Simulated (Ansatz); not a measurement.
**Worked example: correlation energy of HOP, quintet**

Geometry: that of the HOP, triplet, kept fixed. The singlet lies 6.6 eV lower here.

| atom | x (Å) | y (Å) | z (Å) |
| --- | --- | --- | --- |
| O | 0.0000 | -0.1018 | 1.0417 |
| P | 0.0000 | 0.0286 | -0.5874 |
| H | 0.0000 | 0.7367 | 1.5146 |

Basis cc-pVDZ; Ansatz 0.2.0. Correlated methods freeze the noble-gas cores, which leaves 12 electrons in 31 orbitals. Prefix R: restricted or restricted open-shell reference; prefix U: unrestricted.

Full CI isn't at hand for all of this; UCCSDTQ serves as the reference, and is uncertain by the last step of the cluster series or more.

UCCSD has a T1 diagnostic of 0.035 and a largest doubles amplitude of 0.05.

Runs differ by some tens of microhartree through their thresholds and, for an open shell, their frozen cores, so steps under 0.03 kcal/mol mean nothing.

```json
{"level": "UHF", "total energy (hartree)": "-415.914305"}
{"level": "UMP2", "total energy (hartree)": "-416.159211"}
{"level": "UCCSD", "total energy (hartree)": "-416.178246"}
{"level": "UCCSD(T)", "total energy (hartree)": "-416.185336"}
{"level": "UCCSDT", "total energy (hartree)": "-416.186277"}
{"level": "UCCSDT(Q)", "total energy (hartree)": "-416.187149"}
{"level": "UCCSDTQ", "total energy (hartree)": "-416.187038"}
```

Problem. What is the correlation energy at UCCSDTQ, and what share of it do UMP2 and UCCSD recover?

Solution. E(corr) = -416.187038 − (-415.914305) = -0.272733 hartree = -7.421 eV. UMP2: -0.244906 / -0.272733 = 89.80 %. UCCSD: -0.263941 / -0.272733 = 96.78 %.

Problem. By how many kcal/mol does UCCSD(T) miss UCCSDTQ (1 hartree = 627.509 kcal/mol), and which steps make up the rest?

Solution. -416.185336 − (-416.187038) = 0.001702 hartree = 1.07 kcal/mol. Steps: UCCSDT − UCCSD(T) = -0.59, UCCSDT(Q) − UCCSDT = -0.55, UCCSDTQ − UCCSDT(Q) = 0.07 kcal/mol. Differences between like states or geometries often cancel part of this.
